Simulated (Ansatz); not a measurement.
Zinc-blende CdS (metastable phase): LO phonon frequency at X by level of theory

No measured value is used here.

```tsv
level (code)	value (cm⁻¹)	cell (Å³/atom)
LDA (Ansatz)	296	23.85
PBE (Ansatz)	271	26.02
r²SCAN (Ansatz)	[?]	25.38
```

### Question
Fill in the missing entries.

### Answer

- r²SCAN (Ansatz, a first-principles code), value (cm⁻¹): 286

Each level is taken at its own relaxed cell. Cutoffs and k meshes differ between the levels. Ansatz's density-functional and Hartree–Fock values are scalar-relativistic unless marked +SOC, with PAW data made under PBE.
